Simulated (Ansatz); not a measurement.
`COCC#N` → `COC#N` + `[CH2]` (triplet) at 298.15 K and 1 bar (formal loss of a carbene).

Isolated molecules relaxed with PBE0-D4/def2-TZVP in Ansatz; ΔE leaves out vibrations. CCSD(T)/CBS is the MP2 limit (def2-TZVPP, def2-QZVPP) plus CCSD(T) − MP2 in def2-TZVPP, frozen cores. This one scheme is used for every species. Triplets are unrestricted, without spin–orbit coupling. One conformer a species, not always the lowest.

| species | CCSD(T)/CBS energy (Eh) | H − E (kJ/mol) | S (J/(mol·K)) |
| --- | --- | --- | --- |
| `COCC#N` | -246.99511 | 225.3 | 311.3 |
| `COC#N` | -207.72673 | 147.6 | 281.7 |
| `[CH2]` (triplet) | -39.09499 | 55.4 | 195.3 |

H − E and S are ideal-gas, rigid-rotor, harmonic terms from PBE0-D4/def2-TZVP, for one conformer and one mirror image of each species, with the whole ground term of open shells counted as degenerate. 1 Eh = 2625.50 kJ/mol, R = 8.31446 J/(mol·K).

Problem. By hand: ΔE, ΔH, ΔS and ΔG.

Solution. ΔE = (-207.72673) + (-39.09499) − (-246.99511) = 0.17339 Eh = 455.2 kJ/mol. Δ(H − E) = 147.6 + 55.4 − 225.3 = -22.3, so ΔH = 432.9 kJ/mol. ΔS = 281.7 + 195.3 − 311.3 = 165.7 J/(mol·K). ΔG = 432.9 − 298.15 × (165.7)/1000 = 383.5 kJ/mol.

Problem. By hand: the equilibrium constant, and the temperature at which ΔG would vanish if ΔH and ΔS stayed fixed.

Solution. log₁₀ K = −ΔG/(RT ln 10) = -67.2. ΔG = 0 at ΔH/ΔS = 2613 K, far beyond where these terms or the molecules hold.

The number of gas molecules changes by +1, which sets the sign of ΔS. A doubt of 5 kJ/mol in ΔE shifts log₁₀ K by 0.9 here. Other conformers and mirror images would add mixing entropy, several J/(mol·K) or more a flexible species. A triplet takes part, so the spin changes. These are equilibria of isolated gas molecules and say nothing of rates. Largest T1 diagnostic: 0.014 (customary marks: 0.02 for closed shells, 0.045 for open ones).
